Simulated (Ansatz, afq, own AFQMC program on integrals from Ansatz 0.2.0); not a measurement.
# GeNH$_{3}$, triplet → GeNH3⁺, quartet

```yaml
atoms:
  - { symbol: Ge, position_ang: [-0.2797, -0.0021, 0.0009] }
  - { symbol: N, position_ang: [1.6147, 0.0123, -0.0051] }
  - { symbol: H, position_ang: [-0.7720, 1.4535, 0.0039] }
  - { symbol: H, position_ang: [-0.7514, -0.7367, 1.2654] }
  - { symbol: H, position_ang: [-0.7593, -0.7341, -1.2622] }
```

Connectivity, by distances: GeH3–N.

E(quartet, charge +1) − E(triplet, charge +0) at this geometry, on UHF and UHF determinants.

Basis cc-pVDZ. Only valence electrons are correlated. Integrals, coupled cluster, full CI and functionals: Ansatz 0.2.0; the random walks run on the same integrals in our own AFQMC program. ph-AFQMC/CISD is guided by a CISD state made of CCSD amplitudes; releasing the constraint for a short imaginary time cuts its bias at the price of noise, slowly where states lie close. Error bars are statistical, one sigma. No spin–orbit coupling. The errors of all members are added in quadrature.

No full CI on the walks' own integrals is used here; CCSDT(Q) serves as the reference and is uncertain by about the last step of the cluster series. Each member takes its own surest rung, up to full CI.

Errors are counted within cc-pVDZ, not against nature.

Cautions: inner d shell frozen; no relativity below Rb; no spin-orbit coupling; GeNH₃⁺ (quartet): the released energies are still falling, so no released level is given (meV from the phaseless value at times in 1/Eh: -3.9 ± 2.0 at 0.24, -6.6 ± 2.3 at 0.51, -12.6 ± 1.6 at 0.99, -13.4 ± 2.2 at 1.62, -18 ± 3 at 2.40), though the last usable value meets CCSDT(Q) within the noise.

```
level  vertical ionization energy (kJ/mol)
 CCSD                                980.0
   HF                                888.1
```

(1) From these cheaper values, estimate the vertical ionization energy at the reference level in cc-pVDZ.

(1) 982.5 kJ/mol (CCSDT(Q) in cc-pVDZ).

| level | vertical ionization energy (kJ/mol) | error against CCSDT(Q) (kJ/mol) |
| --- | --- | --- |
| MP2 | 980.5 | -2.0 |
| CCSD(T) | 982.2 | -0.3 |
| CCSDT | 982.1 | -0.4 |
| ph-AFQMC/CISD | 982.6 ± 0.3 | 0.1 ± 0.3 |

Correlation beyond CCSD(T) adds 0.3 kJ/mol. The perturbative (T) step is worth +2.2 kJ/mol.

A walk keeps the symmetry of its determinant, which the program's search chose and which needn't be the lowest solution, so a lower state of the same spin and another symmetry isn't excluded.
